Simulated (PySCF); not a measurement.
How methods differ on the electron affinity of F

F⁻ [Ne] (1S) → F [He] 2s2 2p5 (2P), as a difference of total energies. All numbers are calculated (PySCF 2.14, the spin-free X2C one-electron Hamiltonian (Gaussian nucleus), in aug-cc-pVQZ-DK (6s5p4d3f2g, 80 functions)). Correlated levels: valence: 1s2 frozen. The calculations carry no spin-orbit coupling.

| method | electron affinity (eV) |
| --- | --- |
| UHF | 1.168 |
| MP2 (valence) | 3.704 |
| SCS-MP2 (valence) | 3.527 |
| CCSD (valence) | 3.196 |
| CCSD(T) (valence) | 3.369 |

A first-order spin-orbit estimate (lowest level to lowest level, LS coupling) adds -0.017 eV.

Errors of the correlated levels include the incompleteness of this basis and the frozen core.

**Question.** Which method comes closest to the reference value, and which is furthest?

**Answer.** The reference is 3.401 eV (measured; photodetachment measurements, as compiled on the Wikipedia data page of electron affinities). Closest: CCSD(T) (valence) (error -0.049 eV); furthest: UHF (error -2.250 eV), both after the spin-orbit estimate.
